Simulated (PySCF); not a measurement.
MCl anions for M along the third period

CCSD(T) with double-zeta basis sets in PySCF, for the lowest determinant that a PBE0 search found; no spin–orbit coupling. De refers to high-spin ground-configuration atoms (the charge goes to the atom of lower measured ionisation energy or higher electron affinity, which is not always the lowest computed limit).

```
 M                        basis  reference, frozen orbitals  charged atom  state (unpaired electrons)  Re (Å)  ωe (cm⁻¹)  De (eV)
Na                    def2-SVPD                      UHF, 6           Cl−               doublet (σ ↑)   2.563        256     1.30
Mg  aug-cc-pVDZ/aug-cc-pV(D+d)Z                      RHF, 6           Cl−      singlet (closed shell)   2.433        295      n/a
Al               aug-cc-pVDZ-DK                     UHF, 10           Cl−               doublet (π ↑)   2.369        309      n/a
Si                    def2-SVPD                     UHF, 10           Cl−              triplet (π ↑↑)   2.351        309     1.53
Cl               aug-cc-pVDZ-DK                     UHF, 10           Cl−               doublet (σ ↑)   2.659        247      n/a
```

The shortest bond is that of SiCl⁻ (2.351 Å), the longest that of Cl₂⁻ (2.659 Å).

The rows differ in basis set, which adds steps of its own.

The state changes along the series, so neighbouring rows are not always alike in their bonding.

Correlated steps freeze the inner cores (6 to 10 orbitals); shallow outer-core shells are correlated. Correlated levels converge slowly with the basis: in double zeta they bind strong bonds too weakly, by up to about 1 eV, and carry superposition errors of some tenths. For an ion De counts to the pair picked by the measured ionisation energies or electron affinities, which need not be the lowest pair at this level. States were picked by a PBE0 search and need not be the measured ground states.
